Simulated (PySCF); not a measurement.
B3LYP has the VWN-RPA correlation part, as in Gaussian. 

H$_{3}$Si, SMILES `[SiH3]` (charge 0, multiplicity 2)

These are PySCF with B3LYP-D3(BJ)/def2-TZVP values and carry that method's errors.

```json
{
 "highest_occupied_spin_orbital": "-6.11 eV",
 "dipole_moment": "0.08 D",
 "total_energy": "-291.2651 Ha",
 "cost": "very roughly 16 core-seconds"
}
```

Bonded distances (Å): Si1–H2 1.483, Si1–H3 1.483, Si1–H4 1.483. Angles (°): H2–Si1–H3 111.0, H2–Si1–H4 111.0, H3–Si1–H4 111.0.
Charge 0, spin multiplicity 2.
